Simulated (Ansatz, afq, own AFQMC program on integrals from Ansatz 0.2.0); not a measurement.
**NHBr, quartet in cc-pVTZ, levels against CCSDT(Q)**

```xyz
3

Br    0.0000    0.0000   -1.4129
H     0.0000    0.0000    0.0077
N     0.0000    0.0000    1.4051
```

Connectivity, by distances: BrH ··· N.

Basis cc-pVTZ. Only valence electrons are correlated. Ansatz 0.2.0 and our own AFQMC program on the same integrals; the CISD trial comes from CCSD amplitudes, and released means the phaseless constraint is let go. Error bars are statistical, one sigma. No spin–orbit coupling.

Determinant: UHF, the one that the program's search chose, which needn't be the lowest solution. The geometry is a point of a scan.

No full CI on the walks' own integrals is used here; CCSDT(Q) serves as the reference and is uncertain by about the last step of the cluster series.

Cautions: no relativity below Rb; no spin-orbit coupling; inner d shell frozen; lower spins were not checked.

```
T1 diagnostic                               : 0.0136
weight of the determinant in the CISD state : 0.884
⟨S²⟩ of the determinant                     : 3.770
size of the correlated space                : 13 electrons in 72 orbitals
```

```tsv
level	correlation energy (eV)
MP2	-7.6827
CCSD	-8.5994
CCSD(T)	-8.8872
```

(1) Estimate where phaseless AFQMC with a CISD trial lies against CCSD(T) on the same integrals.

(1) 30.2 ± 5.5 meV below CCSD(T).

Reference: CCSDT(Q), correlation energy -8.926 eV. The released energy is read at 2.40 1/Eh (meV from the phaseless value at times in 1/Eh: -3 ± 3 at 0.24, -8 ± 3 at 0.51, -10 ± 3 at 0.99, -12 ± 3 at 1.62, -14 ± 7 at 2.40).

```json
{"level": "CCSD(T)", "E − E(reference) (meV)": "38.6", "share of correlation (%)": "99.57"}
{"level": "CCSDT", "E − E(reference) (meV)": "10.9", "share of correlation (%)": "99.88"}
{"level": "ph-AFQMC/HF", "E − E(reference) (meV)": "1.3 ± 27.0", "share of correlation (%)": "99.99"}
{"level": "ph-AFQMC/CISD", "E − E(reference) (meV)": "8.4 ± 5.5", "share of correlation (%)": "99.91"}
{"level": "released AFQMC", "E − E(reference) (meV)": "-5.9 ± 7.3", "share of correlation (%)": "100.07"}
```

A walk keeps the symmetry of its determinant, which the program's search chose and which needn't be the lowest solution, so a lower state of the same spin and another symmetry isn't excluded. Released energies are given only where the last usable release times agree within the noise; a slower fall can still hide under it.
